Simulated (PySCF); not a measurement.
## Electronic absorption of C2H2F2S

Species: C2H2F2S.
SMILES: `FC(F)C=S`

Theory: PySCF, TDDFT PBE0/def2-SVPD, vertical, gas phase, core orbitals frozen in the response. One conformer (not necessarily the lowest) at the PBE0-D3(BJ)/def2-SVP geometry, without solvent, vibrations or thermal averaging. Torsions of this conformer, `[F:1][CH:2]([F:3])[CH:4]=[S:5]`: F1–C2–C4–S5 -122°.

```csv
state,E (eV),λ (nm),ν̃ (cm⁻¹),f,|μ| (D),symmetry,"main configurations (H = HOMO, L = LUMO)"
S1,2.30,539.8,18520,0.0000,0.00,–,H→L (100%)
S2,5.86,211.5,47280,0.0000,0.04,–,H-2→L (99%)
S3,6.34,195.7,51110,0.229,3.09,A′,H-1→L (92%)
S4,6.78,182.9,54660,0.0010,0.20,–,H-3→L (96%)
S5,6.88,180.1,55520,0.071,1.65,A′,H→L+1 (92%)
S6,7.13,173.8,57530,0.055,1.42,A′,H→L+3 (90%)
S7,7.28,170.4,58700,0.038,1.17,A′,H→L+2 (89%)
S8,7.72,160.5,62300,0.0004,0.11,–,H-4→L (99%)
S9,7.75,159.9,62520,0.0021,0.27,A″,H→L+4 (99%)
S10,8.22,150.7,66340,0.032,1.02,A′,H→L+5 (95%)
```

Triplets, Tamm–Dancoff:

```tsv
state	E (eV)	λ (nm)	main configurations (H = HOMO, L = LUMO)
T1	1.71	723.7	H→L (100%)
T2	3.25	381.3	H-1→L (98%)
T3	5.37	230.7	H-2→L (73%), H-3→L (25%)
T4	5.93	209.1	H-3→L (67%), H-2→L (24%)
```

The lowest singlet lies at 2.30 eV (540 nm, visible) and is dark (f under 0.0005); its leading configuration is HOMO→LUMO (100%). The strongest level in the table is S3 at 6.34 eV (196 nm, f = 0.229). S1 has the pattern of n→π* at C=S. The oscillator strengths of these states sum to 0.429; summed over the whole spectrum of an exact calculation they would give the number of electrons, 48 (Thomas–Reiche–Kuhn). Weighted by f, the mean energy of these states is 6.76 eV. Of the 10 states listed, 5 reach f = 0.01 and 3 stay under 0.0005. S1 lies in the visible range (380 to 750 nm), at 540 nm, dark in the vertical dipole picture (f under 0.0005); light of that wavelength is green, and its complementary colour is purple; a Tamm–Dancoff triplet lies at 724 nm, without intensity as long as spin–orbit coupling is left out. The vertical ionisation energy (ΔSCF) is 9.77 eV, 1.55 eV above S10. Symmetry labels in Cs follow from the direction of the transition dipole and are given only for states with f of 0.002 or more. The window holds the lowest 10 singlets.
